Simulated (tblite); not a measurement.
Species: C6H8 (charge +1 and doublet state).
Atom-mapped SMILES: `[CH2+:1][CH:2][C@:3]12[CH2:4][C@H:5]1[CH2:6]2` (hydrogens: H7, H8 on C1; H9 on C2; H10, H11 on C4; H12 on C5; H13, H14 on C6)

Computed with GFN2-xTB (tblite), gas phase: L-BFGS steps from a force-field or distance-geometry start until the largest atomic force falls under 0.01 eV/Å.

Step 54: E = -444.8630 eV
```
atom  x, y, z in Å  |  force x, y, z in eV/Å
C1      2.1390    0.3678    0.6586   -0.017   0.036  -0.010
C2      0.9695    0.9063    0.2360   -0.024  -0.030  -0.004
C3     -0.0924    0.1278   -0.2669   -0.025  -0.019  -0.038
C4     -1.4315    0.5318   -0.8403    0.025   0.001  -0.005
C5     -1.5178   -0.4559    0.2368    0.036  -0.009   0.022
C6     -0.4029   -1.3393   -0.1348    0.014  -0.029  -0.012
H7      2.3239   -0.6943    0.6365    0.000   0.005   0.018
H8      2.9336    0.9967    1.0207    0.036   0.014   0.021
H9      0.8507    1.9825    0.2003   -0.005   0.008  -0.007
H10    -1.8276    1.5292   -0.6805    0.018   0.013   0.011
H11    -1.5926    0.1891   -1.8607   -0.004   0.015  -0.001
H12    -1.9560   -0.3320    1.2108   -0.021   0.012   0.027
H13     0.0746   -1.9322    0.6384   -0.017  -0.001  -0.006
H14    -0.4711   -1.8777   -1.0770   -0.016  -0.014  -0.015
```

Step 55: E = -444.8635 eV
```
atom  x, y, z in Å  |  force x, y, z in eV/Å
C1      2.1359    0.3689    0.6618   -0.005   0.029  -0.007
C2      0.9702    0.9074    0.2299   -0.023  -0.026   0.005
C3     -0.0910    0.1272   -0.2721   -0.022  -0.008  -0.029
C4     -1.4325    0.5319   -0.8395    0.034   0.005  -0.003
C5     -1.5141   -0.4552    0.2378    0.025  -0.029   0.023
C6     -0.4018   -1.3398   -0.1372    0.019  -0.029  -0.020
H7      2.3164   -0.6938    0.6446    0.010  -0.006   0.020
H8      2.9308    0.9952    1.0282    0.026   0.017   0.013
H9      0.8524    1.9833    0.1896   -0.007   0.009  -0.008
H10    -1.8271    1.5290   -0.6741    0.017   0.016  -0.006
H11    -1.5965    0.1903   -1.8595   -0.015   0.018  -0.005
H12    -1.9480   -0.3309    1.2132   -0.027   0.014   0.041
H13     0.0780   -1.9343    0.6329   -0.011   0.003   0.012
H14    -0.4734   -1.8795   -1.0778   -0.021  -0.014  -0.036
```

Question: Estimate the geometry and energy of step 56. (The exact step hangs on the optimiser's Hessian estimate; all steps are aligned on step 55, rigid shifts and turns removed.)

Answer: E = -444.8639 eV, largest force 0.050 eV/Å
```
atom  x, y, z in Å  |  force x, y, z in eV/Å
C1      2.1332    0.3704    0.6645    0.011   0.015   0.000
C2      0.9702    0.9080    0.2250   -0.015  -0.012   0.011
C3     -0.0900    0.1264   -0.2772   -0.003  -0.003  -0.012
C4     -1.4327    0.5318   -0.8391    0.025   0.003   0.005
C5     -1.5103   -0.4548    0.2396    0.007  -0.033   0.015
C6     -0.4006   -1.3407   -0.1396    0.016  -0.020  -0.023
H7      2.3096   -0.6930    0.6515    0.019  -0.012   0.021
H8      2.9292    0.9937    1.0350    0.006   0.019   0.001
H9      0.8531    1.9839    0.1809   -0.010   0.008  -0.009
H10    -1.8255    1.5289   -0.6693    0.017   0.015  -0.019
H11    -1.6003    0.1912   -1.8588   -0.024   0.018  -0.002
H12    -1.9418   -0.3295    1.2162   -0.020   0.013   0.034
H13     0.0817   -1.9357    0.6281   -0.007   0.003   0.022
H14    -0.4766   -1.8811   -1.0792   -0.022  -0.013  -0.043
```

The energy changes by -0.0004 eV. The first-order estimate −F·Δx gives -0.0006 eV and the mean of the old and new forces, exact on a quadratic surface, -0.0004 eV. The step makes an angle of 78° with the force vector and moves no atom by more than 0.010 Å.

What follows is the cost of the whole relaxation. On an Intel Xeon at 2.70 GHz with one thread (shared host), this took 0.42 s of wall time.
